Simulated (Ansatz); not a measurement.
**AlH₂O−: one structure at several levels**

The task here is to estimate one member of a computed series from the others.

Method: single points in def2-TZVPPD; program: Ansatz 0.2.0, Gaussian basis.

Cores are frozen in the correlated methods.

## The system as given

SMILES `[O-][AlH2]`, 4 atoms, charge -1, spin multiplicity 1.

Atoms are counted from 1 here; the program's logs count them from 0.

Bond lengths: O1–Al2 1.641 Å, Al2–H3 1.739 Å, Al2–H4 1.682 Å. Angles: O1–Al2–H3 135.0°, O1–Al2–H4 127.2°, H3–Al2–H4 96.9°.

As a file:

```
atom     x (Å)     y (Å)     z (Å)
  O1  -0.01430  -0.88310   1.56550
 Al2  -0.01820  -0.12150   0.11170
  H3  -1.09140  -0.08880  -1.25570
  H4   0.95810   1.16190  -0.36570
```

The first run:

File run/in.yaml:

```yaml
crystal:
  periodic: [false, false, false]
  atoms:
    - {symbol: O, position_ang: [-0.014300, -0.883100, 1.565500]}
    - {symbol: Al, position_ang: [-0.018200, -0.121500, 0.111700]}
    - {symbol: H, position_ang: [-1.091400, -0.088800, -1.255700]}
    - {symbol: H, position_ang: [0.958100, 1.161900, -0.365700]}
basis:
  gaussian: {orbitals: "def2-TZVPPD.json"}
total_charge: -1
correlation: {method: ccsd_t}
output: {forces: true}
```

The basis file named in the input lies beside it (Basis Set Exchange, JSON).

The command line of these runs was not kept.

Steps of the session up to this table: CCSD(T)/def2-TZVPPD; PBE0-D4/def2-TZVPPD; wB97M-V/def2-TZVPPD; r2SCAN-D4/def2-TZVPPD; PBE-D4/def2-TZVPPD; r2SCANh-D4/def2-TZVPPD; r2SCAN0-D4/def2-TZVPPD.

One of the session's tables, all rows but one given; the rest of the session is left out.

```
    method  RMS force component (eV/Å)  angle to CCSD(T) forces (°)
   CCSD(T)                       0.585                    reference
   PBE0-D4                       0.455                         20.7
   wB97M-V                           ?                            ?
 r2SCAN-D4                       0.492                         11.1
    PBE-D4                       0.552                         10.3
r2SCANh-D4                       0.477                         20.2
r2SCAN0-D4                       0.479                         34.0
```

Estimate the missing values for wB97M-V.

**Answer.** RMS force component (eV/Å): 0.511; angle to CCSD(T) forces (°): 19.7. In the column «RMS force component (eV/Å)» it lies between r2SCAN-D4 (0.492) and PBE-D4 (0.552).
